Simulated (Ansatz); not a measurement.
The same path of FHOSi (4 atoms, charge 0, multiplicity 1) was run twice with different band settings. Lost on the way: O1–H4. Made: Si2–H4.

Theory: RKS PBE0-D4/def2-SVP (Ansatz).

Relaxed end points:

```xyz
4
Properties=species:S:1:pos:R:3
O -0.581 0.763 -0.190
Si 0.292 0.051 1.023
F 0.922 -1.238 0.218
H -0.578 0.364 -1.071
```

```xyz
4
Properties=species:S:1:pos:R:3
O -0.497 1.162 0.960
Si -0.031 0.062 0.022
F 0.930 -1.163 0.406
H -0.347 -0.121 -1.408
```

Common settings: movable images 5; climbing image yes; optimiser quadratic models (default); start path through a guess of the saddle point; force threshold 0.05 eV/Å; iteration limit 60; end points relaxed.

| run | spring |
| --- | --- |
| 1 | 5.0 eV/Å² |
| 2 | 0.1 eV/Å² |

Question: What does each run give, and how far can it be trusted?

Answer: Run 1: converged after 14 iterations, highest image 2.931 eV above the first end. The profile has 2 maxima (images 1, 4) with wells between them (image 2): this band takes more than one step, which may be the mechanism or a detour left from its start path. Neighbouring images differ by up to 2.3 eV, so the band resolves the path poorly. A vibrational analysis at the climbing image gives one clearly imaginary mode, 1375i cm⁻¹: a first-order saddle point.
Run 2: converged after 13 iterations, highest image 2.931 eV above the first end. The profile has 2 maxima (images 1, 4) with wells between them (image 2): this band takes more than one step, which may be the mechanism or a detour left from its start path. Neighbouring images differ by up to 2.3 eV, so the band resolves the path poorly. Another band between the same ends (5 images) ends at a top of the same energy, where a vibrational analysis finds 1 clearly imaginary mode.
The orbitals stay closed-shell, which can raise the energy where a bond breaks towards radicals; this wasn't checked here.
